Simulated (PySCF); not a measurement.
## Reproducing measurements on sulfuryl chloride

**The experiment to reproduce.**

From NIST CCCBDB Release 22 (SRD 101), experimental dipoles, for the gas: dipole moment (dielectric constant against temperature) 1.81 D.

How close the calculation comes is told at the end.

Species: sulfuryl chloride, Cl2O2S.
Numbering: `[O:1]=[S:2](=[O:3])([Cl:4])[Cl:5]`

Geometry (PBE0-D3(BJ)/def2-SVP, Å), atoms numbered from 1 in this order:
```xyz
5
Cl2O2S angstrom
O     -0.052   -1.075   -1.387
S     -0.057   -0.360   -0.141
O     -0.093   -1.002    1.144
Cl     1.536    0.937   -0.152
Cl    -1.589    1.005   -0.201
```

The PySCF runs (gas phase, on this PBE0-D3(BJ)/def2-SVP geometry; no spin–orbit coupling):

```csv
level,job,basis functions,wall time
"PBE0-D3(BJ)/def2-SVP, grid level 1",geometry optimisation from a GFN2-xTB start,82,5.9 s
```

Hardware: one thread of an Arm Neoverse V2, shared host.

**Comparison with experiment**

**Dipole moment.** Measured: 1.81 D (NIST CCCBDB Release 22 (SRD 101), experimental dipoles).

```tsv
level	computed (D)	computed − measured (D)	% (from the printed values)
PBE0-D3(BJ)/def2-SVP	1.48	-0.33	-18
```

The computed dipoles belong to one fixed geometry; measured ones are averaged over vibrations unless marked μe. Magnitudes are compared, not signs.

The geometry is computed, not the measured one. Where a level misses, the cause wasn't examined.
